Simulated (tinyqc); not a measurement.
UHF in the sto-3g basis, for CH2, spin multiplicity 3, step by step (part 2 of 3). Computed by tinyqc, a small Python program that keeps every step (integrals from PySCF). Command: `OMP_NUM_THREADS=1 python tinyqc.py 28735 28736 out.jsonl` (the two numbers bound the seeds that draw the settings). One thread of a shared host (Intel(R) Xeon(R) Processor @ 2.60GHz), about 0.1 s of CPU time with the checks.

Geometry (angstrom):
```
atom         x          y         z
C     0.000000   0.000000  0.000000
H     0.000000   1.294000  0.682000
H     0.000000  -1.294000  0.682000
```

## Iteration 2: building the Fock matrix

D(alpha) after iteration 1:
```
            1C 1s      1C 2s    1C 2px     1C 2py     1C 2pz      2H 1s      3H 1s
1C 1s    1.059188  -0.242066  0.000000   0.000000   0.074293  -0.003874  -0.003874
1C 2s   -0.242066   1.010683  0.000000   0.000000  -0.329452  -0.065939  -0.065939
1C 2px   0.000000   0.000000  1.000000   0.000000   0.000000   0.000000   0.000000
1C 2py   0.000000   0.000000  0.000000   0.182212   0.000000   0.229294  -0.229294
1C 2pz   0.074293  -0.329452  0.000000   0.000000   0.387697   0.294456   0.294456
2H 1s   -0.003874  -0.065939  0.000000   0.229294   0.294456   0.558885  -0.018198
3H 1s   -0.003874  -0.065939  0.000000  -0.229294   0.294456  -0.018198   0.558885
```

D(beta) after iteration 1:
```
            1C 1s      1C 2s    1C 2px     1C 2py     1C 2pz      2H 1s      3H 1s
1C 1s    1.018280  -0.074655  0.000000   0.000000  -0.028026  -0.078635  -0.078635
1C 2s   -0.074655   0.326685  0.000000   0.000000   0.094512   0.233751   0.233751
1C 2px   0.000000   0.000000  0.000000   0.000000   0.000000   0.000000   0.000000
1C 2py   0.000000   0.000000  0.000000   0.134504   0.000000   0.209247  -0.209247
1C 2pz  -0.028026   0.094512  0.000000   0.000000   0.027384   0.067788   0.067788
2H 1s   -0.078635   0.233751  0.000000   0.209247   0.067788   0.493414  -0.157635
3H 1s   -0.078635   0.233751  0.000000  -0.209247   0.067788  -0.157635   0.493414
```

core Hamiltonian H = T + V (hartree):
```
             1C 1s      1C 2s     1C 2px     1C 2py     1C 2pz      2H 1s      3H 1s
1C 1s   -18.485170  -4.457821   0.000000   0.000000  -0.008770  -0.482758  -0.482758
1C 2s    -4.457821  -5.437758   0.000000   0.000000  -0.099424  -1.347886  -1.347886
1C 2px    0.000000   0.000000  -4.346178   0.000000   0.000000   0.000000   0.000000
1C 2py    0.000000   0.000000   0.000000  -4.449434   0.000000  -1.112703   1.112703
1C 2pz   -0.008770  -0.099424   0.000000   0.000000  -4.374860  -0.599891  -0.599891
2H 1s    -0.482758  -1.347886   0.000000  -1.112703  -0.599891  -2.831398  -0.182685
3H 1s    -0.482758  -1.347886   0.000000   1.112703  -0.599891  -0.182685  -2.831398
```

nuclear repulsion = 4.54577688 hartree

Given earlier and not repeated: Two-electron integrals (ij|kl) in chemists' order.

J_ij = sum D_kl (ij|kl) with D = D(alpha) + D(beta), K_ij = sum D_kl (ik|jl) for each spin; F = H + J - K(s); E = tr D H + tr D J / 2 - 0.5 sum_s tr D(s) K(s) + E_nn.

Coulomb J (hartree):
```
            1C 1s     1C 2s    1C 2px     1C 2py    1C 2pz     2H 1s      3H 1s
1C 1s   10.833615  2.061176  0.000000   0.000000  0.006463  0.221259   0.221259
1C 2s    2.061176  4.726048  0.000000   0.000000  0.100463  1.191554   1.191554
1C 2px   0.000000  0.000000  4.697833   0.000000  0.000000  0.000000   0.000000
1C 2py   0.000000  0.000000  0.000000   4.771462  0.000000  1.074499  -1.074499
1C 2pz   0.006463  0.100463  0.000000   0.000000  4.692160  0.580486   0.580486
2H 1s    0.221259  1.191554  0.000000   1.074499  0.580486  3.170100   0.154409
3H 1s    0.221259  1.191554  0.000000  -1.074499  0.580486  0.154409   3.170100
```

exchange K(alpha) (hartree):
```
           1C 1s      1C 2s    1C 2px     1C 2py     1C 2pz     2H 1s      3H 1s
1C 1s   3.615460   0.631832  0.000000   0.000000   0.002559  0.071516   0.071516
1C 2s   0.631832   0.926227  0.000000   0.000000  -0.100937  0.282586   0.282586
1C 2px  0.000000   0.000000  0.847553   0.000000   0.000000  0.000000   0.000000
1C 2py  0.000000   0.000000  0.000000   0.516659   0.000000  0.263577  -0.263577
1C 2pz  0.002559  -0.100937  0.000000   0.000000   0.558174  0.166894   0.166894
2H 1s   0.071516   0.282586  0.000000   0.263577   0.166894  0.615094   0.033280
3H 1s   0.071516   0.282586  0.000000  -0.263577   0.166894  0.033280   0.615094
```

exchange K(beta) (hartree):
```
           1C 1s     1C 2s    1C 2px     1C 2py    1C 2pz     2H 1s      3H 1s
1C 1s   3.553557  0.593731  0.000000   0.000000  0.000587  0.064165   0.064165
1C 2s   0.593731  0.505255  0.000000   0.000000  0.155414  0.271110   0.271110
1C 2px  0.000000  0.000000  0.096296   0.000000  0.000000  0.000000   0.000000
1C 2py  0.000000  0.000000  0.000000   0.380964  0.000000  0.249603  -0.249603
1C 2pz  0.000587  0.155414  0.000000   0.000000  0.152299  0.123618   0.123618
2H 1s   0.064165  0.271110  0.000000   0.249603  0.123618  0.580238   0.019068
3H 1s   0.064165  0.271110  0.000000  -0.249603  0.123618  0.019068   0.580238
```

F(alpha) (hartree):
```
             1C 1s      1C 2s     1C 2px     1C 2py     1C 2pz      2H 1s      3H 1s
1C 1s   -11.267014  -3.028477   0.000000   0.000000  -0.004866  -0.333015  -0.333015
1C 2s    -3.028477  -1.637937   0.000000   0.000000   0.101976  -0.438919  -0.438919
1C 2px    0.000000   0.000000  -0.495897   0.000000   0.000000   0.000000   0.000000
1C 2py    0.000000   0.000000   0.000000  -0.194631   0.000000  -0.301782   0.301782
1C 2pz   -0.004866   0.101976   0.000000   0.000000  -0.240874  -0.186300  -0.186300
2H 1s    -0.333015  -0.438919   0.000000  -0.301782  -0.186300  -0.276393  -0.061555
3H 1s    -0.333015  -0.438919   0.000000   0.301782  -0.186300  -0.061555  -0.276393
```

F(beta) (hartree):
```
             1C 1s      1C 2s    1C 2px     1C 2py     1C 2pz      2H 1s      3H 1s
1C 1s   -11.205112  -2.990376  0.000000   0.000000  -0.002894  -0.325665  -0.325665
1C 2s    -2.990376  -1.216965  0.000000   0.000000  -0.154374  -0.427443  -0.427443
1C 2px    0.000000   0.000000  0.255360   0.000000   0.000000   0.000000   0.000000
1C 2py    0.000000   0.000000  0.000000  -0.058936   0.000000  -0.287807   0.287807
1C 2pz   -0.002894  -0.154374  0.000000   0.000000   0.165001  -0.143023  -0.143023
2H 1s    -0.325665  -0.427443  0.000000  -0.287807  -0.143023  -0.241537  -0.047344
3H 1s    -0.325665  -0.427443  0.000000   0.287807  -0.143023  -0.047344  -0.241537
```

total energy of this density = -38.21876678 hartree

## Iteration 2: diagonalisation and new density

X:
```
            1C 1s      1C 2s    1C 2px     1C 2py     1C 2pz      2H 1s      3H 1s
1C 1s    1.025707  -0.139684  0.000000   0.000000  -0.005112   0.018427   0.018427
1C 2s   -0.139684   1.107975  0.000000   0.000000   0.041072  -0.175120  -0.175120
1C 2px   0.000000   0.000000  1.000000   0.000000   0.000000   0.000000   0.000000
1C 2py   0.000000   0.000000  0.000000   1.074435   0.000000  -0.167948   0.167948
1C 2pz  -0.005112   0.041072  0.000000   0.000000   1.020146  -0.086283  -0.086283
2H 1s    0.018427  -0.175120  0.000000  -0.167948  -0.086283   1.087839  -0.010965
3H 1s    0.018427  -0.175120  0.000000   0.167948  -0.086283  -0.010965   1.087839
```

Diagonalise F' = X^T F X, C = X C', fill 5 alpha and 3 beta electrons from the bottom; D(s) = C_occ C_occ^T. Each column has its largest component positive (the first on a tie).

F' = X^T F X (alpha) (hartree):
```
            1          2          3          4          5          6          7
1  -11.038506  -1.550847   0.000000   0.000000  -0.037988  -0.003896  -0.003896
2   -1.550847  -0.991540   0.000000   0.000000   0.197266  -0.247311  -0.247311
3    0.000000   0.000000  -0.495897   0.000000   0.000000   0.000000   0.000000
4    0.000000   0.000000   0.000000  -0.018979   0.000000  -0.298539   0.298539
5   -0.037988   0.197266   0.000000   0.000000  -0.177671  -0.195453  -0.195453
6   -0.003896  -0.247311   0.000000  -0.298539  -0.195453  -0.066012  -0.018409
7   -0.003896  -0.247311   0.000000   0.298539  -0.195453  -0.018409  -0.066012
```

orbital energies (alpha) (hartree): MO1 -11.272753, MO2 -0.912674, MO3 -0.495897, MO4 -0.455731, MO5 -0.403595, MO6 0.296882, MO7 0.389149

coefficients C (alpha):
```
              MO1        MO2       MO3        MO4        MO5        MO6        MO7
1C 1s    0.993469  -0.262915  0.000000   0.000000   0.038944  -0.121118   0.000000
1C 2s    0.026068   0.947497  0.000000   0.000000  -0.231946   0.598258   0.000000
1C 2px   0.000000   0.000000  1.000000   0.000000   0.000000   0.000000   0.000000
1C 2py   0.000000   0.000000  0.000000   0.575991   0.000000   0.000000   0.937581
1C 2pz   0.001323  -0.130142  0.000000   0.000000   0.747708   0.693754   0.000000
2H 1s   -0.004060   0.110521  0.000000   0.441903   0.391722  -0.672758  -0.660767
3H 1s   -0.004060   0.110521  0.000000  -0.441903   0.391722  -0.672758   0.660767
```

F' = X^T F X (beta) (hartree):
```
            1          2         3          4          5          6          7
1  -10.976006  -1.579725  0.000000   0.000000  -0.002064   0.004236   0.004236
2   -1.579725  -0.514429  0.000000   0.000000  -0.073883  -0.295290  -0.295290
3    0.000000   0.000000  0.255360   0.000000   0.000000   0.000000   0.000000
4    0.000000   0.000000  0.000000   0.128747   0.000000  -0.309548   0.309548
5   -0.002064  -0.073883  0.000000   0.000000   0.209260  -0.142989  -0.142989
6    0.004236  -0.295290  0.000000  -0.309548  -0.142989  -0.030554  -0.005217
7    0.004236  -0.295290  0.000000   0.309548  -0.142989  -0.005217  -0.030554
```

orbital energies (beta) (hartree): MO1 -11.209633, MO2 -0.629160, MO3 -0.392790, MO4 0.144373, MO5 0.255360, MO6 0.377474, MO7 0.496199

coefficients C (beta):
```
              MO1        MO2        MO3        MO4       MO5        MO6        MO7
1C 1s    0.994340  -0.209333   0.000000  -0.160045  0.000000  -0.118932   0.000000
1C 2s    0.022755   0.713657   0.000000   0.678763  0.000000   0.582750   0.000000
1C 2px   0.000000   0.000000   0.000000   0.000000  1.000000   0.000000   0.000000
1C 2py   0.000000   0.000000   0.508848   0.000000  0.000000   0.000000   0.975653
1C 2pz   0.001585   0.174714   0.000000  -0.665463  0.000000   0.764155   0.000000
2H 1s   -0.003722   0.308815   0.487137  -0.357723  0.000000  -0.628438  -0.628163
3H 1s   -0.003722   0.308815  -0.487137  -0.357723  0.000000  -0.628438   0.628163
```

D(alpha) after iteration 2:
```
            1C 1s      1C 2s    1C 2px     1C 2py     1C 2pz      2H 1s      3H 1s
1C 1s    1.057621  -0.232246  0.000000   0.000000   0.064650  -0.017836  -0.017836
1C 2s   -0.232246   0.952229  0.000000   0.000000  -0.296703   0.013755   0.013755
1C 2px   0.000000   0.000000  1.000000   0.000000   0.000000   0.000000   0.000000
1C 2py   0.000000   0.000000  0.000000   0.331766   0.000000   0.254532  -0.254532
1C 2pz   0.064650  -0.296703  0.000000   0.000000   0.576007   0.278505   0.278505
2H 1s   -0.017836   0.013755  0.000000   0.254532   0.278505   0.360956  -0.029601
3H 1s   -0.017836   0.013755  0.000000  -0.254532   0.278505  -0.029601   0.360956
```

D(beta) after iteration 2:
```
            1C 1s      1C 2s    1C 2px     1C 2py     1C 2pz      2H 1s      3H 1s
1C 1s    1.032532  -0.126766  0.000000   0.000000  -0.034998  -0.068346  -0.068346
1C 2s   -0.126766   0.509825  0.000000   0.000000   0.124722   0.220303   0.220303
1C 2px   0.000000   0.000000  0.000000   0.000000   0.000000   0.000000   0.000000
1C 2py   0.000000   0.000000  0.000000   0.258926   0.000000   0.247879  -0.247879
1C 2pz  -0.034998   0.124722  0.000000   0.000000   0.030527   0.053948   0.053948
2H 1s   -0.068346   0.220303  0.000000   0.247879   0.053948   0.332683  -0.141922
3H 1s   -0.068346   0.220303  0.000000  -0.247879   0.053948  -0.141922   0.332683
```

## Iteration 63 (converged): orbitals

converged F(alpha) (hartree):
```
             1C 1s      1C 2s     1C 2px     1C 2py     1C 2pz      2H 1s      3H 1s
1C 1s   -10.989844  -2.975810   0.000000   0.000000  -0.003590  -0.327898  -0.327898
1C 2s    -2.975810  -1.523418   0.000000   0.000000   0.065634  -0.431874  -0.431874
1C 2px    0.000000   0.000000  -0.350884   0.000000   0.000000   0.000000   0.000000
1C 2py    0.000000   0.000000   0.000000  -0.152015   0.000000  -0.298437   0.298437
1C 2pz   -0.003590   0.065634   0.000000   0.000000  -0.242087  -0.180033  -0.180033
2H 1s    -0.327898  -0.431874   0.000000  -0.298437  -0.180033  -0.218466  -0.055051
3H 1s    -0.327898  -0.431874   0.000000   0.298437  -0.180033  -0.055051  -0.218466
```

converged F(beta) (hartree):
```
             1C 1s      1C 2s    1C 2px     1C 2py     1C 2pz      2H 1s      3H 1s
1C 1s   -10.931929  -2.923036  0.000000   0.000000  -0.003536  -0.319131  -0.319131
1C 2s    -2.923036  -1.116828  0.000000   0.000000  -0.161369  -0.413087  -0.413087
1C 2px    0.000000   0.000000  0.395333   0.000000   0.000000   0.000000   0.000000
1C 2py    0.000000   0.000000  0.000000   0.036531   0.000000  -0.285586   0.285586
1C 2pz   -0.003536  -0.161369  0.000000   0.000000   0.327507  -0.129223  -0.129223
2H 1s    -0.319131  -0.413087  0.000000  -0.285586  -0.129223  -0.261391  -0.041189
3H 1s    -0.319131  -0.413087  0.000000   0.285586  -0.129223  -0.041189  -0.261391
```

As before.

F' = X^T F X (alpha) (hartree):
```
            1          2          3          4          5          6          7
1  -10.759469  -1.548559   0.000000   0.000000  -0.032004  -0.000261  -0.000261
2   -1.548559  -0.866369   0.000000   0.000000   0.159051  -0.267773  -0.267773
3    0.000000   0.000000  -0.350884   0.000000   0.000000   0.000000   0.000000
4    0.000000   0.000000   0.000000   0.030703   0.000000  -0.311580   0.311580
5   -0.032004   0.159051   0.000000   0.000000  -0.183151  -0.187992  -0.187992
6   -0.000261  -0.267773   0.000000  -0.311580  -0.187992   0.000894  -0.013525
7   -0.000261  -0.267773   0.000000   0.311580  -0.187992  -0.013525   0.000894
```

orbital energies (alpha) (hartree): MO1 -10.996509, MO2 -0.808210, MO3 -0.418156, MO4 -0.362573, MO5 -0.350884, MO6 0.345673, MO7 0.463277

coefficients C (alpha):
```
              MO1        MO2        MO3        MO4       MO5        MO6        MO7
1C 1s    0.992886  -0.258317   0.000000   0.051135  0.000000   0.130866   0.000000
1C 2s    0.028279   0.913529   0.000000  -0.260485  0.000000  -0.637930   0.000000
1C 2px   0.000000   0.000000   0.000000   0.000000  1.000000   0.000000   0.000000
1C 2py   0.000000   0.000000   0.583197   0.000000  0.000000   0.000000   0.933116
1C 2pz   0.001364  -0.076244   0.000000   0.812011  0.000000  -0.626199   0.000000
2H 1s   -0.004338   0.155432   0.436799   0.322629  0.000000   0.700010  -0.664152
3H 1s   -0.004338   0.155432  -0.436799   0.322629  0.000000   0.700010   0.664152
```

F' = X^T F X (beta) (hartree):
```
            1          2         3          4          5          6          7
1  -10.705608  -1.557460  0.000000   0.000000  -0.001923   0.004195   0.004195
2   -1.557460  -0.419109  0.000000   0.000000  -0.079140  -0.291671  -0.291671
3    0.000000   0.000000  0.395333   0.000000   0.000000   0.000000   0.000000
4    0.000000   0.000000  0.000000   0.235885   0.000000  -0.319228   0.319228
5   -0.001923  -0.079140  0.000000   0.000000   0.372693  -0.139014  -0.139014
6    0.004195  -0.291671  0.000000  -0.319228  -0.139014  -0.056316  -0.003322
7    0.004195  -0.291671  0.000000   0.319228  -0.139014  -0.003322  -0.056316
```

orbital energies (beta) (hartree): MO1 -10.936541, MO2 -0.575202, MO3 -0.382554, MO4 0.236343, MO5 0.395333, MO6 0.463737, MO7 0.565445

coefficients C (beta):
```
              MO1        MO2        MO3        MO4       MO5        MO6        MO7
1C 1s    0.994232  -0.198435   0.000000  -0.198147  0.000000  -0.071791   0.000000
1C 2s    0.023157   0.661983   0.000000   0.856704  0.000000   0.370731   0.000000
1C 2px   0.000000   0.000000   0.000000   0.000000  1.000000   0.000000   0.000000
1C 2py   0.000000   0.000000   0.441658   0.000000  0.000000   0.000000   1.007850
1C 2pz   0.001660   0.150099   0.000000  -0.385294  0.000000   0.941444   0.000000
2H 1s   -0.003728   0.352471   0.528529  -0.522615  0.000000  -0.470005  -0.593758
3H 1s   -0.003728   0.352471  -0.528529  -0.522615  0.000000  -0.470005   0.593758
```

D(alpha) after iteration 63:
```
            1C 1s      1C 2s    1C 2px     1C 2py     1C 2pz      2H 1s      3H 1s
1C 1s    1.055165  -0.221223  0.000000   0.000000   0.062572  -0.027960  -0.027960
1C 2s   -0.221223   0.903187  0.000000   0.000000  -0.281130   0.057829   0.057829
1C 2px   0.000000   0.000000  1.000000   0.000000   0.000000   0.000000   0.000000
1C 2py   0.000000   0.000000  0.000000   0.340119   0.000000   0.254740  -0.254740
1C 2pz   0.062572  -0.281130  0.000000   0.000000   0.665177   0.250121   0.250121
2H 1s   -0.027960   0.057829  0.000000   0.254740   0.250121   0.319061  -0.062526
3H 1s   -0.027960   0.057829  0.000000  -0.254740   0.250121  -0.062526   0.319061
```

D(beta) after iteration 63:
```
            1C 1s      1C 2s    1C 2px     1C 2py     1C 2pz      2H 1s      3H 1s
1C 1s    1.027875  -0.108337  0.000000   0.000000  -0.028134  -0.073649  -0.073649
1C 2s   -0.108337   0.438758  0.000000   0.000000   0.099401   0.233244   0.233244
1C 2px   0.000000   0.000000  0.000000   0.000000   0.000000   0.000000   0.000000
1C 2py   0.000000   0.000000  0.000000   0.195062   0.000000   0.233429  -0.233429
1C 2pz  -0.028134   0.099401  0.000000   0.000000   0.022532   0.052899   0.052899
2H 1s   -0.073649   0.233244  0.000000   0.233429   0.052899   0.403593  -0.155093
3H 1s   -0.073649   0.233244  0.000000  -0.233429   0.052899  -0.155093   0.403593
```

## Convergence

Stop when the energy changes by less than 1e-10 hartree and every element of the error matrix X^T (F D S - S D F) X (for each spin) is below 3e-06.

Course of the cycle:
```
iteration   E (hartree)     change  largest element of the error matrix
1          -36.90338304          -                             2.23e-01
2          -38.21876678  -1.32e+00                             8.97e-02
3          -38.29083004  -7.21e-02                             1.88e-02
4          -38.29360867  -2.78e-03                             8.13e-03
5          -38.29404805  -4.39e-04                             4.55e-03
6          -38.29424843  -2.00e-04                             3.49e-03
7          -38.29437681  -1.28e-04                             2.67e-03
8          -38.29447045  -9.36e-05                             2.16e-03
9          -38.29454201  -7.16e-05                             1.80e-03
10         -38.29459755  -5.55e-05                             1.55e-03
11         -38.29464089  -4.33e-05                             1.38e-03
12         -38.29467474  -3.39e-05                             1.22e-03
13         -38.29470120  -2.65e-05                             1.09e-03
14         -38.29472186  -2.07e-05                             9.61e-04
...                 ...        ...                                  ...
50         -38.29479509  -2.48e-09                             1.07e-05
51         -38.29479509  -1.93e-09                             9.39e-06
52         -38.29479509  -1.50e-09                             8.28e-06
53         -38.29479509  -1.17e-09                             7.30e-06
54         -38.29479509  -9.06e-10                             6.44e-06
55         -38.29479509  -7.04e-10                             5.68e-06
56         -38.29479509  -5.47e-10                             5.01e-06
57         -38.29479509  -4.26e-10                             4.41e-06
58         -38.29479509  -3.31e-10                             3.89e-06
59         -38.29479509  -2.57e-10                             3.43e-06
60         -38.29479509  -2.00e-10                             3.02e-06
61         -38.29479509  -1.55e-10                             2.67e-06
62         -38.29479509  -1.21e-10                             2.35e-06
63         -38.29479509  -9.39e-11                             2.07e-06
```

PySCF UHF in the same basis, after a stability check = -38.29479509 hartree

Converged in 63 iterations.
